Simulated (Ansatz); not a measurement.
**AlCP (triplet): from Hartree-Fock to the top rungs, def2-QZVPP**

One table from this session's results is given with a row withheld; the runs are named, their logs left out.

The runs use Ansatz 0.2.0, Gaussian basis; def2-QZVPP, core rule «outside noble gas», up to 11 orbitals frozen.

To be run: UHF; ROHF; CCSD(T) on UHF.

2 further runs of the same task are left out: 2 set aside as unsound or not needed.

**The system**

The geometry is a PBE0/def2-TZVP stationary point (not a proven minimum).

3 atoms, charge 0, spin multiplicity 3.

Atoms are counted from 1 here; the program's logs count them from 0.

Bond lengths: Al1–C2 1.848 Å, C2–P3 1.569 Å. Angles: Al1–C2–P3 180.0°.

Set-up of the first run:

The input, in.yaml:

```yaml
crystal:
  periodic: [false, false, false]
  atoms:
    - {symbol: Al, position_ang: [0.000000, 0.000000, 1.754767]}
    - {symbol: C, position_ang: [0.000000, 0.000000, -0.092933]}
    - {symbol: P, position_ang: [0.000000, 0.000000, -1.661833]}
basis:
  gaussian: {orbitals: "def2-QZVPP.json"}
magnetization: {spin_polarized: true, initial_magnetization: 2}
hamiltonian: {xc: hf}
output: {orbitals: {seedname: orbitals}}
```

The run is started by

```
$ ansatz run in.yaml --threads 1 --pin off --events-out ev --progress --plain --max-ram 2393MiB
```

Steps of the session up to this table: UHF; ROHF; CCSD(T) on UHF.

One of the session's tables, all rows but one given; the rest of the session is left out.

| method | from UCCSD(T) (kJ/mol) |
| --- | --- |
| ROHF | +999.8 |
| UHF | ? |
| UMP2 | +173.5 |
| UCCSD | +66.7 |
| UCCSD(T) | 0 |

**Question.** Estimate the row for UHF.

**Answer.** from UCCSD(T) (kJ/mol): +972.3. In the column «from UCCSD(T) (kJ/mol)» it lies between UMP2 (+173.5) and ROHF (+999.8).

To keep in mind: The determinant is far from a pure spin state, so its energy mixes those of several spin states (harmless only where they are near-degenerate, as at dissociation).
